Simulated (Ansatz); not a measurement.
Energy profile

The step: CH₆AlN ([CH3][AlH][NH2]) → CH₃Al ([CH3][Al]) + NH₃ (still joined by a long Al–N bond); bonds formed: N2–H3; bonds broken: Al1–H3; bonds weakened to dative contacts: Al1–N2 (atoms numbered as in the saddle structure below).

| atom | x (Å) | y (Å) | z (Å) |
| --- | --- | --- | --- |
| Al1 | -0.7657 | -0.0624 | -0.7010 |
| N2 | -0.3836 | -1.4156 | 0.5894 |
| H3 | -1.7161 | -0.8714 | 0.4743 |
| C4 | 0.6214 | 1.3291 | -0.5769 |
| H5 | -0.7076 | -2.3567 | 0.3983 |
| H6 | 0.2424 | -1.4346 | 1.3986 |
| H7 | 1.6204 | 0.8848 | -0.6516 |
| H8 | 0.5503 | 1.8159 | 0.4042 |
| H9 | 0.5382 | 2.1110 | -1.3352 |

Electronic energies by CCSD(T) at an estimated basis limit (MP2 extrapolated from triple and quadruple zeta, plus CCSD(T) − MP2 in triple zeta), on PBE0-D4/def2-TZVP structures; CH6AlN, singlet; no counterpoise correction. Computed with Ansatz 0.2.0 (basis: def2-TZVPP and def2-QZVPP); correlated methods freeze the cores. Extrapolation: Hartree–Fock as exp(−7.88 √X), correlation as X^−2.97.

Question: Give the profile in kcal/mol, counted from the start structure. (To be estimated.)

Answer: Computed:
| point | kcal/mol |
| --- | --- |
| start structure | 0.00 |
| saddle | 72.23 |
| end structure | 36.78 |
| separated: CH3Al (linked as [CH3][Al]; Al1, C4, H7, H8, H9; singlet) + NH3 (N2, H3, H5, H6; singlet) | 48.69 |

T1 diagnostic: at most 0.016. The restricted Hartree–Fock reference is unstable towards an unrestricted one at one or more of these structures. A large double-excitation amplitude points to some diradical character; no triplet was computed.

For scale, one of the runs: CCSD(T)/def2-TZVPP, 188 basis functions, launched by `ansatz run in.yaml --threads 2 --pin off --events-out ev --progress --plain --max-ram 4352MiB`. Hardware: 2 CPU threads of an Intel Xeon 6975P-C, shared host. Wall time 14 s; peak host memory 2 GiB.
